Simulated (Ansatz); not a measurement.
# UCCSD(T)/STO-3G run of BH3O− (SMILES [BH2-]O)

Aim: the vertical ionisation energy of BH3O− at UCCSD(T)/STO-3G, from 2 runs. 

Program for the calculation: Ansatz 0.2.0.

1 further run of the same task is left out (set aside as unsound or not needed).

**1. The molecule**

BH3O− has 5 atoms, charge -1, and is taken as a doublet. As SMILES, `[BH2-]O`. The shape is that of a GFN2-xTB optimisation.

Bond lengths: B1–O2 1.527 Å, B1–H3 1.267 Å, B1–H4 1.267 Å, O2–H5 0.963 Å. Angles: B1–O2–H5 108.2°, O2–B1–H3 111.7°, O2–B1–H4 111.8°, H3–B1–H4 109.5°.

**2. The energy at UCCSD(T)/STO-3G**

run.yaml

```yaml
basis:
  gaussian:
    orbitals: STO-3G
crystal:
  periodic: [false, false, false]
  atoms:
    - {symbol: B, position_ang: [-0.558550, -0.234200, 0.180320]}
    - {symbol: O, position_ang: [0.255120, 1.054670, 0.280220]}
    - {symbol: H, position_ang: [0.033680, -1.207330, 0.735040]}
    - {symbol: H, position_ang: [-0.823360, -0.530130, -1.022660]}
    - {symbol: H, position_ang: [1.093110, 0.916990, -0.172930]}
magnetization:
  spin_polarized: true
  initial_magnetization: 1
scf:
  omitted_lower_state_checks: [cluster_reference, increment]
total_charge: -1
accuracy: high
correlation:
  method: ccsd_t
  frozen_orbitals: {B: 1, H: 0, O: 1}
```

Started as:

```
$ ansatz run run.yaml --threads 1 --pin off --max-ram 2610MiB --events-out events.jsonl --progress --plain --runs-dir runs
```

Standard output:

```text
Warning: RAYON_NUM_THREADS=1 ignored (pool sized by the plan → 1); use --threads N
Functional definition: HF
  name "HF"
  exchange = exact_x
  correlation = 0
these checks for a lower state are left out or cut short: cluster_reference, increment
208 factors; integrals over basis functions are off by at most 5.0e-8 eV
mean field evaluation 1: about -2712.4027 eV, gradient 1.1e1 eV
mean field evaluation 2: about -2712.4845 eV, gradient 1.1e1 eV
mean field evaluation 4: about -2713.8988 eV, gradient 9.6e-1 eV
mean field evaluation 8: about -2713.9181 eV, gradient 1.9e-2 eV
mean field -2713.91813370 eV, -99.7346518536 hartree, gradient 8.5e-9 eV, S^2 0.755991; 0 other end points of the search recorded, 0 dependent functions left out
2 core orbitals not correlated: weight in the atoms' cores, before any rotation towards them, 1.000 or more for the frozen orbitals, at most 0.000 for the correlated occupied ones
reference -2713.91813370 eV, -99.7346518536 hartree; 7, 6 occupied and 4, 5 virtual orbitals, 208 factors
second order -1.71366278 eV of doubles, -0.00000000 eV of singles
cycle   1  -2.13788039 eV  change   -4.2e-1 eV  update   5.2e-2
cycle   2  -2.35154205 eV  change   -2.1e-1 eV  update   2.0e-2
cycle   3  -2.37198229 eV  change   -2.0e-2 eV  update   5.9e-3
cycle   4  -2.37517922 eV  change   -3.2e-3 eV  update   2.9e-3
cycle   5  -2.37634329 eV  change   -1.2e-3 eV  update   9.4e-4
cycle   6  -2.37634666 eV  change   -3.4e-6 eV  update   2.7e-4
cycle   7  -2.37630710 eV  change    4.0e-5 eV  update   1.1e-4
cycle   8  -2.37636432 eV  change   -5.7e-5 eV  update   3.9e-5
cycle   9  -2.37635918 eV  change    5.1e-6 eV  update   1.6e-5
cycle  10  -2.37635488 eV  change    4.3e-6 eV  update   6.1e-6
cycle  11  -2.37635353 eV  change    1.4e-6 eV  update   2.1e-6
cycle  12  -2.37635417 eV  change   -6.5e-7 eV  update   6.5e-7
cycle  13  -2.37635397 eV  change    2.0e-7 eV  update   2.1e-7
cycle  14  -2.37635378 eV  change    1.9e-7 eV  update   7.4e-8
cycle  15  -2.37635373 eV  change    4.8e-8 eV  update   3.3e-8
cycle  16  -2.37635373 eV  change    2.4e-9 eV  update   1.6e-8
cycle  17  -2.37635380 eV  change   -7.6e-8 eV  update   3.6e-8
cycle  18  -2.37635384 eV  change   -3.9e-8 eV  update   1.4e-8
cycle  19  -2.37635385 eV  change   -1.1e-8 eV  update   5.2e-9
cycle  20  -2.37635386 eV  change   -4.2e-9 eV  update   2.4e-9
cycle  21  -2.37635386 eV  change   -1.1e-9 eV  update  8.7e-10
perturbative correction -0.02361493 eV, -0.0008678326 hartree
Total energy: -2716.31810248 eV, -99.8228490797 hartree
Checks for a lower state left out: cluster_reference, increment
```

It took 0.16 s on 1 thread of Arm Neoverse V1, shared host.

**3. Singlet neutral BH3O at the same level**

in.yaml

```yaml
crystal:
  periodic: [false, false, false]
  atoms:
    - {symbol: B, position_ang: [-0.558550, -0.234200, 0.180320]}
    - {symbol: O, position_ang: [0.255120, 1.054670, 0.280220]}
    - {symbol: H, position_ang: [0.033680, -1.207330, 0.735040]}
    - {symbol: H, position_ang: [-0.823360, -0.530130, -1.022660]}
    - {symbol: H, position_ang: [1.093110, 0.916990, -0.172930]}
basis:
  gaussian:
    orbitals: STO-3G
correlation:
  method: ccsd_t
  frozen_orbitals: {B: 1, H: 0, O: 1}
accuracy: high
scf:
  omitted_lower_state_checks: [cluster_reference, increment]
```

Started as:

```
$ ansatz run in.yaml --threads 1 --pin off --max-ram 2610MiB --events-out events.jsonl --progress --plain --runs-dir runs
```

Standard output:

```text
Warning: RAYON_NUM_THREADS=1 ignored (pool sized by the plan → 1); use --threads N
[... 4 set-up lines as earlier in the session ...]
these checks for a lower state are left out or cut short: cluster_reference, increment
208 factors; integrals over basis functions are off by at most 5.0e-8 eV
mean field evaluation 1: about -2715.5703 eV, gradient 2.4e1 eV
mean field evaluation 2: about -2715.6133 eV, gradient 2.4e1 eV
mean field evaluation 4: about -2717.8063 eV, gradient 1.5e0 eV
mean field evaluation 8: about -2717.8175 eV, gradient 1.5e-4 eV
mean field -2717.81745728 eV, -99.8779493522 hartree, gradient 8.7e-9 eV, S^2 0.000000; 0 other end points of the search recorded, 0 dependent functions left out
2 core orbitals not correlated: weight in the atoms' cores, before any rotation towards them, 1.000 or more for the frozen orbitals, at most 0.000 for the correlated occupied ones
reference -2717.81745728 eV, -99.8779493522 hartree; 6, 6 occupied and 5, 5 virtual orbitals, 208 factors
second order -2.07951552 eV of doubles, -0.00000000 eV of singles
cycle   1  -2.53258074 eV  change   -4.5e-1 eV  update   6.8e-2
cycle   2  -2.76009008 eV  change   -2.3e-1 eV  update   2.5e-2
cycle   3  -2.81174619 eV  change   -5.2e-2 eV  update   1.4e-2
cycle   4  -2.81502396 eV  change   -3.3e-3 eV  update   6.8e-3
cycle   5  -2.81404384 eV  change    9.8e-4 eV  update   3.1e-3
cycle   6  -2.81458609 eV  change   -5.4e-4 eV  update   1.2e-3
cycle   7  -2.81430928 eV  change    2.8e-4 eV  update   2.7e-4
cycle   8  -2.81442872 eV  change   -1.2e-4 eV  update   1.1e-4
cycle   9  -2.81449010 eV  change   -6.1e-5 eV  update   7.0e-5
cycle  10  -2.81445373 eV  change    3.6e-5 eV  update   4.9e-5
cycle  11  -2.81443419 eV  change    2.0e-5 eV  update   2.6e-5
cycle  12  -2.81444015 eV  change   -6.0e-6 eV  update   9.5e-6
cycle  13  -2.81444880 eV  change   -8.6e-6 eV  update   2.7e-6
cycle  14  -2.81444876 eV  change    4.1e-8 eV  update   8.4e-7
cycle  15  -2.81444809 eV  change    6.6e-7 eV  update   3.0e-7
cycle  16  -2.81444801 eV  change    8.3e-8 eV  update   9.0e-8
cycle  17  -2.81444794 eV  change    7.3e-8 eV  update   3.2e-8
cycle  18  -2.81444797 eV  change   -3.5e-8 eV  update   1.7e-8
cycle  19  -2.81444801 eV  change   -3.2e-8 eV  update   7.5e-8
cycle  20  -2.81444797 eV  change    3.5e-8 eV  update   2.8e-8
cycle  21  -2.81444796 eV  change    7.8e-9 eV  update   1.4e-8
cycle  22  -2.81444796 eV  change    1.7e-9 eV  update   5.1e-9
cycle  23  -2.81444796 eV  change   -2.5e-9 eV  update   1.4e-9
cycle  24  -2.81444797 eV  change  -7.9e-10 eV  update  7.5e-10
perturbative correction -0.05511622 eV, -0.0020254836 hartree
Total energy: -2720.68702146 eV, -99.9834038907 hartree
Checks for a lower state left out: cluster_reference, increment
```

Wall time 0.12 s (1 thread of Arm Neoverse V1, shared host).

**4. Outcome**

At UCCSD(T)/STO-3G, 2 core orbitals frozen:

```
                                                         quantity         value
                                      doublet BH3O−: total energy  -99.82285 Eh
       doublet BH3O−: correlation energy (2 core orbitals frozen)     -88.2 mEh
                                    doublet BH3O−: (T) correction     -0.87 mEh
                 doublet BH3O−: ⟨S²⟩ of the reference determinant         0.756
                                     doublet BH3O−: T1 diagnostic         0.008
                               singlet neutral BH3O: total energy  -99.98340 Eh
singlet neutral BH3O: correlation energy (2 core orbitals frozen)    -105.5 mEh
                             singlet neutral BH3O: (T) correction     -2.03 mEh
                              singlet neutral BH3O: T1 diagnostic         0.019
              vertical detachment energy (to the singlet neutral)     -4.369 eV
```

What this shows: The species is unbound against losing an electron at this level, by 4.37 eV (−101 kcal/mol); missing correlation or diffuse functions can give that sign where the real anion is bound. Only the singlet of the ionised species was computed; a triplet could lie lower. In a minimal basis such a difference can be off by several eV, whatever the method. The triples (doublet BH3O−) make up 1.0 % of the correlation energy. The triples (singlet neutral BH3O) make up 1.9 % of the correlation energy.
